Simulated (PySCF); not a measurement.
P2F4.
SMILES with atom numbers: `[F:1][P:2]([F:3])[P:4]([F:5])[F:6]`

Torsions of this conformer, `[F:1][P:2]([F:3])[P:4]([F:5])[F:6]`: F1–P2–P4–F5 -179°.

The closed-shell ground state was solved at several levels (PySCF, density fitting, gas phase, non-relativistic). The structure is a single PBE0-D3(BJ)/def2-SVP conformer in the gas phase; no vibrational or solvent corrections.

```
             level  basis functions  HOMO (eV)  LUMO (eV)  gap (eV)  dipole (D)
    B97-2/pcSseg-2              230      -7.26      -1.90      5.36        0.05
  wB97X-D/pcSseg-2              230      -9.29      -0.11      9.18        0.05
CAM-B3LYP/pcSseg-2              230      -8.80      -0.85      7.95        0.05
BHandHLYP/pcSseg-2              230      -8.64      -0.99      7.65        0.05
```

Q: What might LC-wPBE/pcSseg-2 (230 basis functions) give for the same quantities?

A: HOMO -10.04 eV, LUMO 0.30 eV, gap 10.34 eV, dipole 0.05 D.

Q: Over all these levels, which gives the widest orbital gap and which the narrowest?

A: LC-wPBE/pcSseg-2 (range-separated hybrid) has the widest, 10.34 eV, and B97-2/pcSseg-2 (global hybrid, 21 % exact exchange) the narrowest, 5.36 eV. From the narrowest to the widest the HOMO moves by -2.78 eV and the LUMO by +2.20 eV.

Q: How far do the dipole and the HOMO energy spread over the levels?

A: The dipole runs from 0.05 to 0.05 D (mean 0.05 D) and the HOMO from -10.04 to -7.26 eV.
